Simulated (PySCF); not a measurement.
## Energy of C (carbon, neutral) between two integer charges

The 2p alpha orbital of [He] 2s2 2p2 is emptied in steps (occupation f), with all orbitals relaxed, ending at [He] 2s2 2p1. All numbers are calculated (PySCF 2.14, no relativity, point nucleus, in aug-cc-pVDZ). The exact energy is a straight line in f; departures are measured from the line between the end points of the same method.

| f | UHF (eV) | LDA (eV) | PBE (eV) | PBE0 (eV) | r2SCAN (eV) | LC-wPBE (eV) | BHandHLYP (eV) | wB97X (eV) | HSE06 (eV) | BLYP (eV) |
| --- | --- | --- | --- | --- | --- | --- | --- | --- | --- | --- |
| 1 | 0.000 | 0.000 | 0.000 | 0.000 | 0.000 | 0.000 | 0.000 | 0.000 | 0.000 | 0.000 |
| 0.9 | 0.097 | -0.507 | -0.496 | -0.351 | -0.462 | -0.093 | -0.208 | -0.117 | -0.388 | -0.498 |
| 0.7 | 0.218 | -1.199 | -1.169 | -0.826 | -1.080 | -0.220 | -0.490 | -0.275 | -0.910 | -1.175 |
| 0.5 | 0.250 | -1.444 | -1.404 | -0.987 | -1.282 | -0.263 | -0.586 | -0.326 | -1.088 | -1.409 |
| 0.3 | 0.202 | -1.224 | -1.185 | -0.831 | -1.067 | -0.219 | -0.493 | -0.269 | -0.914 | -1.189 |
| 0.1 | 0.084 | -0.528 | -0.508 | -0.355 | -0.450 | -0.092 | -0.211 | -0.111 | -0.391 | -0.510 |
| 0 | 0.000 | 0.000 | 0.000 | 0.000 | 0.000 | 0.000 | 0.000 | 0.000 | 0.000 | 0.000 |

```json
{"method": "UHF", "E(f=0) − E(f=1) (eV)": "10.817", "−ε at f=1 (eV)": "11.924", "−ε at f=0.5 (eV)": "10.770"}
{"method": "LDA", "E(f=0) − E(f=1) (eV)": "11.700", "−ε at f=1 (eV)": "6.109", "−ε at f=0.5 (eV)": "11.624"}
{"method": "PBE", "E(f=0) − E(f=1) (eV)": "11.565", "−ε at f=1 (eV)": "6.093", "−ε at f=0.5 (eV)": "11.518"}
{"method": "PBE0", "E(f=0) − E(f=1) (eV)": "11.538", "−ε at f=1 (eV)": "7.649", "−ε at f=0.5 (eV)": "11.522"}
{"method": "r2SCAN", "E(f=0) − E(f=1) (eV)": "11.694", "−ε at f=1 (eV)": "6.575", "−ε at f=0.5 (eV)": "11.730"}
{"method": "LC-wPBE", "E(f=0) − E(f=1) (eV)": "11.701", "−ε at f=1 (eV)": "10.675", "−ε at f=0.5 (eV)": "11.702"}
{"method": "BHandHLYP", "E(f=0) − E(f=1) (eV)": "11.378", "−ε at f=1 (eV)": "9.072", "−ε at f=0.5 (eV)": "11.368"}
{"method": "wB97X", "E(f=0) − E(f=1) (eV)": "11.418", "−ε at f=1 (eV)": "10.125", "−ε at f=0.5 (eV)": "11.434"}
{"method": "HSE06", "E(f=0) − E(f=1) (eV)": "11.535", "−ε at f=1 (eV)": "7.242", "−ε at f=0.5 (eV)": "11.522"}
{"method": "BLYP", "E(f=0) − E(f=1) (eV)": "11.429", "−ε at f=1 (eV)": "5.929", "−ε at f=0.5 (eV)": "11.386"}
```

Orbital energy along the path (eV):

| f | UHF | LDA | PBE | PBE0 | r2SCAN | LC-wPBE | BHandHLYP | wB97X | HSE06 | BLYP |
| --- | --- | --- | --- | --- | --- | --- | --- | --- | --- | --- |
| 1 | -11.924 | -6.109 | -6.093 | -7.649 | -6.575 | -10.675 | -9.072 | -10.125 | -7.242 | -5.929 |
| 0.9 | -11.662 | -7.157 | -7.129 | -8.400 | -7.580 | -10.866 | -9.517 | -10.372 | -8.074 | -6.971 |
| 0.7 | -11.189 | -9.341 | -9.281 | -9.941 | -9.638 | -11.273 | -10.431 | -10.892 | -9.778 | -9.138 |
| 0.5 | -10.770 | -11.624 | -11.518 | -11.522 | -11.730 | -11.702 | -11.368 | -11.434 | -11.522 | -11.386 |
| 0.3 | -10.396 | -13.981 | -13.803 | -13.120 | -13.791 | -12.131 | -12.314 | -11.968 | -13.280 | -13.678 |
| 0.1 | -10.058 | -16.382 | -16.087 | -14.704 | -15.740 | -12.532 | -13.257 | -12.432 | -15.017 | -15.964 |
| 0 | -9.901 | -17.584 | -17.203 | -15.474 | -16.643 | -12.706 | -13.725 | -12.610 | -15.863 | -17.081 |

Reference removal energy between the ground levels: 11.260 eV (measured; NIST Atomic Spectra Database, ionization energies). The calculation has no spin-orbit coupling. UHF lacks correlation.
